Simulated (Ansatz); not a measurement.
Rutile PbO2

Level of theory: r²SCAN (PAW; Ansatz, a quantum-chemistry and plane-wave program).

Run with plane-wave cutoff 500 eV, 14×6×1 k mesh (along the axes of the cell as run), Fermi–Dirac smearing 0.05 eV, scalar-relativistic PAW data made under PBE.

Cell: relaxed at this level.

surface energy of the (110) face: 0.81 J/m²
work function of the (110) face: 7.56 eV

The slab of 24 atoms is relaxed and unreconstructed.

Spin–orbit coupling is not included; it can shift volumes and moduli of such heavy elements.

Static lattice: no zero-point or thermal effects.

Computing time: about 80 core-minutes (a rough figure).
